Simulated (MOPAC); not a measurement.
MOPAC input (PM3):

```
PM3 FORCE THERMO(298,298) PRECISE LET UHF MS=0.5 GEO-OK AUX(PRECISION=9) THREADS=1
C2H5O

C     1.14365118 1   -0.53365118 1    0.06312976 1
C     0.08839724 1    0.48185215 1    0.16507095 1
O    -1.12886511 1   -0.07400940 1   -0.28039433 1
H    -1.78039665 1    0.60950452 1   -0.20523899 1
H    -0.00189993 1    0.82412813 1    1.21738326 1
H     0.35981270 1    1.36737696 1   -0.44713657 1
H     2.15614219 1   -0.29409657 1    0.36030113 1
H     0.94865062 1   -1.53325363 1   -0.30452058 1
```

From the last part of the output:

```
     H    8   0.347263   5.573944

          HEAT OF FORMATION =     -23.840453 KCALS/MOLE

          ZERO POINT ENERGY      39.889 KCAL/MOL

           NORMAL COORDINATE ANALYSIS (Total motion = 1 Angstrom)

   Root No.       1         2         3         4         5         6         7         8

                 1 A"      2 A"      1 A'      3 A"      4 A"      2 A'      5 A"      3 A'

                 152.5     194.8     454.6     625.8     830.4     927.6    1030.6    1098.2

           1    0.0000    0.0000   -0.0524   -0.0000   -0.0000    0.0286    0.0000   -0.0458
           2   -0.0000   -0.0000   -0.0662    0.0000    0.0000    0.0765   -0.0000    0.0092
           3    0.0232    0.0024    0.0000   -0.0684   -0.0562    0.0000   -0.0097   -0.0000
           4   -0.0000   -0.0000   -0.0526   -0.0000    0.0000    0.0068   -0.0000    0.0163
           5    0.0000    0.0000    0.0648    0.0000   -0.0000    0.0165    0.0000    0.0218
           6   -0.0060   -0.0236   -0.0000   -0.0076    0.1013    0.0000   -0.0303   -0.0000
           7   -0.0000    0.0000    0.0882    0.0000   -0.0000   -0.0269    0.0000   -0.0058
           8    0.0000   -0.0000    0.0211   -0.0000    0.0000   -0.0507    0.0000   -0.0483
           9   -0.0508    0.0113    0.0000    0.0049   -0.0223   -0.0000    0.0249    0.0000
          10    0.0002    0.0001    0.0832    0.0000   -0.0000   -0.0240    0.0000   -0.0033
          11   -0.0000   -0.0000   -0.1245   -0.0000    0.0000    0.0136    0.0000   -0.0464
          12    0.6034    0.1483   -0.0000    0.0199   -0.0242   -0.0000    0.0438    0.0000
          13    0.0002    0.0434   -0.0684   -0.0674    0.2801   -0.0423    0.2827    0.2831
          14   -0.0139   -0.0432    0.0560    0.0497   -0.1699   -0.0262    0.3211    0.2147
          15   -0.0145   -0.0698    0.0023    0.0539   -0.1264   -0.0008    0.0354   -0.0034
          16   -0.0003   -0.0434   -0.0684    0.0674   -0.2802   -0.0424   -0.2827    0.2831
          17    0.0139    0.0432    0.0561   -0.0497    0.1699   -0.0262   -0.3211    0.2147
          18   -0.0145   -0.0697   -0.0025    0.0538   -0.1262    0.0009    0.0356    0.0032
          19   -0.0000    0.0001    0.0879    0.0001    0.0000    0.3885    0.0000   -0.0521
          20    0.0000   -0.0000   -0.1514   -0.0000   -0.0000   -0.1391   -0.0000    0.0146
          21   -0.1247    0.3464   -0.0001    0.3362    0.0119   -0.0001   -0.0322   -0.0000
          22    0.0001   -0.0001   -0.1835    0.0001    0.0000   -0.2756   -0.0000   -0.0662
          23   -0.0000    0.0000   -0.1542   -0.0000   -0.0000   -0.1266   -0.0000   -0.0009
          24    0.1516   -0.2824    0.0002    0.3641    0.0817    0.0001   -0.0006   -0.0000

   Root No.       9        10        11        12        13        14        15        16

                 4 A'      5 A'      6 A'      7 A'      8 A'      6 A"      9 A'     10 A'

                1136.9    1263.1    1312.0    1355.9    1464.4    2875.5    2937.6    3145.4

           1   -0.0668   -0.0031   -0.0459    0.0005   -0.0859   -0.0000    0.0005   -0.0416
           2    0.0177   -0.0136   -0.0030   -0.0190   -0.0047    0.0000    0.0015   -0.0012
           3    0.0000   -0.0000    0.0000   -0.0000    0.0000   -0.0004    0.0000    0.0000
           4    0.0400    0.0346   -0.0182   -0.0096    0.1297   -0.0000    0.0247    0.0009
           5   -0.0542    0.0284   -0.0178    0.0977    0.0391    0.0000   -0.0340   -0.0000
           6    0.0000    0.0000    0.0000    0.0000   -0.0001   -0.0623   -0.0000    0.0000
           7    0.0244    0.0053    0.0141   -0.0042   -0.0245    0.0000   -0.0006   -0.0000
           8    0.0337   -0.0427   -0.0034   -0.0445   -0.0008   -0.0000    0.0009    0.0002
           9   -0.0000   -0.0001   -0.0000   -0.0000    0.0001    0.0002    0.0000   -0.0000
          10    0.0283    0.0145    0.0180    0.0015   -0.0272    0.0000    0.0027   -0.0002
          11    0.2319    0.2828    0.2019    0.1333   -0.2823   -0.0000   -0.0077    0.0001
          12    0.0000    0.0000   -0.0000    0.0000    0.0000    0.0012   -0.0000   -0.0000
          13    0.0797   -0.1526    0.0096    0.0704   -0.1080    0.1671   -0.1472    0.0002
          14   -0.1281    0.1012    0.0434   -0.2046   -0.0663   -0.2236    0.1987   -0.0009
          15   -0.0532    0.1026    0.0181   -0.1861    0.0372    0.3730   -0.3937    0.0009
          16    0.0798   -0.1526    0.0096    0.0706   -0.1081   -0.1668   -0.1470    0.0002
          17   -0.1283    0.1010    0.0433   -0.2047   -0.0662    0.2236    0.1987   -0.0009
          18    0.0534   -0.1023   -0.0180    0.1862   -0.0373    0.3732    0.3937   -0.0008
          19   -0.0463   -0.1235    0.2497   -0.0463    0.0400   -0.0000   -0.0011    0.2353
          20   -0.0002    0.0548   -0.1700    0.0107   -0.0779    0.0000   -0.0076    0.4173
          21    0.0001    0.0001   -0.0001    0.0000   -0.0001   -0.0010   -0.0000   -0.0000
          22   -0.2091   -0.0459    0.2539    0.0796    0.0701   -0.0000    0.0027    0.2510
          23   -0.0740   -0.0392    0.1836    0.0334    0.0957    0.0000   -0.0095   -0.4039
          24   -0.0001   -0.0001   -0.0001   -0.0001    0.0001   -0.0031    0.0001   -0.0001

   Root No.      17        18

                11 A'     12 A'

                3188.2    3909.0

           1    0.0012    0.0003
           2   -0.0644    0.0001
           3    0.0000    0.0002
           4    0.0004   -0.0018
           5   -0.0011   -0.0009
           6    0.0000   -0.0001
           7    0.0005   -0.0576
           8    0.0002    0.0022
           9   -0.0000    0.0000
          10    0.0013    0.9311
          11    0.0009   -0.0213
          12   -0.0000   -0.0006
          13   -0.0050    0.0006
          14    0.0026   -0.0023
          15   -0.0071    0.0024
          16   -0.0050    0.0002
          17    0.0025   -0.0021
          18    0.0071   -0.0030
          19    0.2348    0.0001
          20    0.3899   -0.0003
          21   -0.0000    0.0001
          22   -0.2540    0.0010
          23    0.3824   -0.0005
          24    0.0001    0.0004

           MASS-WEIGHTED COORDINATE ANALYSIS (NORMAL COORDINATES)

   Root No.       1         2         3         4         5         6         7         8

                 1 A"      2 A"      1 A'      3 A"      4 A"      2 A'      5 A"      3 A'

                 152.5     194.8     454.6     625.8     830.4     927.6    1030.6    1098.2

           1    0.0000    0.0000   -0.2778   -0.0002   -0.0001    0.1556    0.0000   -0.2737
           2   -0.0000   -0.0000   -0.3507    0.0000    0.0000    0.4159   -0.0001    0.0551
           3    0.1195    0.0168    0.0001   -0.4155   -0.2988    0.0001   -0.0535   -0.0000
           4   -0.0000   -0.0001   -0.2784   -0.0000    0.0002    0.0371   -0.0000    0.0972
           5    0.0000    0.0000    0.3431    0.0000   -0.0000    0.0897    0.0000    0.1301
           6   -0.0308   -0.1635   -0.0002   -0.0460    0.5386    0.0000   -0.1666   -0.0000
           7   -0.0001    0.0000    0.5394    0.0000   -0.0001   -0.1686    0.0000   -0.0400
           8    0.0000   -0.0000    0.1290   -0.0000    0.0000   -0.3177    0.0000   -0.3327
           9   -0.3014    0.0903    0.0001    0.0341   -0.1370   -0.0001    0.1579    0.0001
          10    0.0003    0.0001    0.1277    0.0000   -0.0000   -0.0378    0.0000   -0.0057
          11   -0.0001   -0.0000   -0.1910   -0.0000    0.0000    0.0214    0.0000   -0.0802
          12    0.8982    0.2981   -0.0001    0.0350   -0.0373   -0.0000    0.0699    0.0000
          13    0.0004    0.0871   -0.1049   -0.1186    0.4312   -0.0667    0.4508    0.4895
          14   -0.0206   -0.0868    0.0859    0.0874   -0.2615   -0.0413    0.5119    0.3713
          15   -0.0216   -0.1402    0.0035    0.0948   -0.1946   -0.0013    0.0565   -0.0058
          16   -0.0004   -0.0872   -0.1050    0.1187   -0.4313   -0.0667   -0.4507    0.4896
          17    0.0206    0.0868    0.0861   -0.0874    0.2615   -0.0413   -0.5119    0.3713
          18   -0.0216   -0.1401   -0.0038    0.0947   -0.1942    0.0014    0.0567    0.0056
          19   -0.0001    0.0003    0.1348    0.0002    0.0000    0.6115    0.0000   -0.0901
          20    0.0000   -0.0001   -0.2322   -0.0000   -0.0000   -0.2189   -0.0000    0.0253
          21   -0.1856    0.6961   -0.0001    0.5920    0.0184   -0.0002   -0.0514   -0.0000
          22    0.0001   -0.0002   -0.2816    0.0002    0.0000   -0.4339   -0.0000   -0.1144
          23   -0.0000    0.0000   -0.2366   -0.0001   -0.0000   -0.1992   -0.0000   -0.0016
          24    0.2257   -0.5674    0.0003    0.6410    0.1258    0.0002   -0.0009   -0.0000

   Root No.       9        10        11        12        13        14        15        16

                 4 A'      5 A'      6 A'      7 A'      8 A'      6 A"      9 A'     10 A'

                1136.9    1263.1    1312.0    1355.9    1464.4    2875.5    2937.6    3145.4

           1   -0.4241   -0.0214   -0.3044    0.0027   -0.4405   -0.0000    0.0024   -0.2083
           2    0.1123   -0.0945   -0.0197   -0.1125   -0.0243    0.0000    0.0077   -0.0059
           3    0.0000   -0.0001    0.0001   -0.0000    0.0001   -0.0021    0.0001    0.0001
           4    0.2540    0.2413   -0.1205   -0.0567    0.6648   -0.0001    0.1265    0.0043
           5   -0.3444    0.1979   -0.1181    0.5775    0.2006    0.0000   -0.1742   -0.0001
           6    0.0003    0.0003    0.0002    0.0002   -0.0005   -0.3101   -0.0002    0.0001
           7    0.1786    0.0425    0.1076   -0.0288   -0.1447    0.0000   -0.0037   -0.0002
           8    0.2467   -0.3431   -0.0263   -0.3033   -0.0048   -0.0000    0.0054    0.0009
           9   -0.0004   -0.0004   -0.0003   -0.0002    0.0004    0.0012    0.0001   -0.0001
          10    0.0520    0.0293    0.0345    0.0026   -0.0403    0.0000    0.0040   -0.0003
```
